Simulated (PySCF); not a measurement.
# doublet [B2]+ at 6 levels

Wanted: a comparison of 6 runs (U-r2SCAN/aug-cc-pVTZ, U-revPBE/aug-cc-pVTZ, UB2PLYP/aug-cc-pVTZ, UB3LYP/aug-cc-pVTZ, UCAM-B3LYP/aug-cc-pVTZ, UM06-L/aug-cc-pVTZ) of doublet [B2]+. 

The calculation is run with PySCF 2.14.0.

5 further runs of the same task are left out: 5 set aside as unsound or not needed.

### 1 The structure to begin with

The species is [B2]+ (2 atoms), meant as a doublet with charge +1. As SMILES of the parent species, `B#B`. The coordinates come from a GFN2-xTB relaxation. That shape belongs to the parent species and isn't relaxed for this state.

Bond lengths: B1–B2 1.405 Å.

### 2 The energy at U-r2SCAN/aug-cc-pVTZ (run 1)

Input file run.py:

```python
from pyscf import gto, dft

mol = gto.Mole()
mol.atom = [
    ('B', (0.000000, 0.000000, 0.000000)),
    ('B', (0.000000, 0.000000, 1.405120)),
]
mol.charge = 1
mol.spin = 1
mol.max_memory = 1860
mol.verbose = 3
mol.basis = 'aug-cc-pvtz'
mol.build()

calc0 = dft.UKS(mol, xc='r2scan')
calc0.grids.level = 5
calc0.conv_tol = 1e-10
calc0.kernel()
if not calc0.converged:
    calc0 = calc0.newton().run(calc0.mo_coeff, calc0.mo_occ)

etot = calc0.e_tot
print('E(%s) = %.9f' % ('R2SCAN', etot))
```

Run with:

```console
OMP_NUM_THREADS=1 python run.py
```

Standard output:

```text
WARN: HOMO -0.23296541071248 >= LUMO -0.232965410712481

WARN: HOMO -0.566420349173746 >= LUMO -0.565446233799694

converged SCF energy = -48.9665998097991  <S^2> = 0.75556746  2S+1 = 2.0055597
E(R2SCAN) = -48.966599810
```

Run time: 20 s. Hardware: 1 thread of Arm Neoverse V2, shared host; peak memory 0.48 GiB.

### 3 A single-point energy at U-revPBE/aug-cc-pVTZ (run 2)

Input file geometry.xyz:

```xyz
2
B2
B      0.000000     0.000000     0.000000
B      0.000000     0.000000     1.405120
```

Input file input.py:

```python
from pyscf import gto, dft

mol = gto.M(
    atom='geometry.xyz',
    spin=1,
    max_memory=1860,
    verbose=4,
    charge=1,
    basis='aug-cc-pvtz',
)

mf = dft.UKS(mol)
mf.xc = 'revpbe'
mf.grids.level = 5
mf.conv_tol = 1e-10
mf.kernel()
if not mf.converged:
    mf = mf.newton().run(mf.mo_coeff, mf.mo_occ)

energy = mf.e_tot
print(f'total energy: {energy:.8f} hartree')
```

Run with:

```console
OMP_NUM_THREADS=1 python input.py
```

Standard output:

```text
PySCF version 2.14.0

[INPUT] num. atoms = 2
[INPUT] num. electrons = 9
[INPUT] charge = 1
[INPUT] spin (= nelec alpha-beta = 2S) = 1
[INPUT] symmetry False subgroup None
[INPUT] Mole.unit = angstrom
[INPUT] Symbol           X                Y                Z      unit          X                Y                Z       unit  Magmom
[INPUT]  1 B      0.000000000000   0.000000000000   0.000000000000 AA    0.000000000000   0.000000000000   0.000000000000 Bohr   0.0
[INPUT]  2 B      0.000000000000   0.000000000000   1.405120000000 AA    0.000000000000   0.000000000000   2.655291972149 Bohr   0.0

nuclear repulsion = 9.41516046529834
number of shells = 26
number of NR pGTOs = 116
number of NR cGTOs = 92
basis = aug-cc-pvtz
ecp = {}

[... 34 lines left out ...]
[... the frontier-level lines of each cycle are left out ...]
[... 10 lines left out ...]
[... 1 line left out ...]
[... 38 lines left out ...]
converged SCF energy = -49.0173866569111  <S^2> = 1.7628405  2S+1 = 2.8374922
total energy: -49.01738666 hartree
```

It took 8.7 s on 1 thread of Arm Neoverse V2, shared host; peak memory 0.43 GiB.

Runs 3 to 5 aren't shown in full; the table further down has their settings and results.

### 4 A single-point energy at UM06-L/aug-cc-pVTZ (run 6)

Input file calc.py:

```python
from pyscf import gto, dft

molecule = gto.M(
    atom='''
B      0.000000     0.000000     0.000000
B      0.000000     0.000000     1.405120
''',
    charge=1,
    verbose=3,
    basis='aug-cc-pvtz',
    max_memory=1860,
    spin=1,
)

mf = dft.UKS(molecule, xc='m06-l')
mf.grids.level = 5
mf.conv_tol = 1e-10
mf.kernel()
if not mf.converged:
    mf = mf.newton().run(mf.mo_coeff, mf.mo_occ)

e_tot = mf.e_tot
print('E = %.10f Eh' % e_tot)
```

Run with:

```console
OMP_NUM_THREADS=1 python calc.py
```

Standard output:

```text
WARN: HOMO -0.236442227104074 >= LUMO -0.236442227104071

WARN: HOMO -0.562032057866519 >= LUMO -0.561516851122113

WARN: HOMO -0.568388696218933 >= LUMO -0.574071928357931

SCF not converged.
SCF energy = -49.0039121544417 after 50 cycles  <S^2> = 0.75381587  2S+1 = 2.0038122
converged SCF energy = -49.0039121579239  <S^2> = 0.75381587  2S+1 = 2.0038122
E = -49.0039121579 Eh
```

It took 47 s on 1 thread of Arm Neoverse V2, shared host; peak memory 0.65 GiB.

### 5 Overview of the runs

```
run                   level  frozen core orbitals  energy (Eh)  HOMO energy (eV)  LUMO energy (eV)   ⟨S²⟩  wall time
  1    U-r2SCAN/aug-cc-pVTZ                     –   -48.966600            -14.47            -14.35  0.756       20 s
  2    U-revPBE/aug-cc-pVTZ                     –   -49.017387            -14.13            -13.91  1.763      8.7 s
  3     UB2PLYP/aug-cc-pVTZ                     2   -48.963251            -15.82            -11.63  0.754      8.7 s
  4      UB3LYP/aug-cc-pVTZ                     –   -49.013997            -15.11            -13.59  0.753      7.8 s
  5  UCAM-B3LYP/aug-cc-pVTZ                     –   -48.957376            -16.39            -12.00  0.752       11 s
  6      UM06-L/aug-cc-pVTZ                     –   -49.003912            -14.34            -14.03  0.754       47 s
```

### 6 Summary of results

| quantity | value |
| --- | --- |
| run 6: total energy | -49.00391 Eh |
| run 6: HOMO energy (highest over α and β) | -14.34 eV |
| run 6: LUMO energy (lowest over α and β) | -14.03 eV |
| run 6: ⟨S²⟩ | 0.754 |

What this shows: Totals of different functionals can't be ranked against each other. Spin contamination of the reference: run 2 ⟨S²⟩ = 1.76. Where it is this large, the reference is a mixture of spin states, and values that rest on it are in doubt. All runs together took 1.7 min, the longest 47 s.
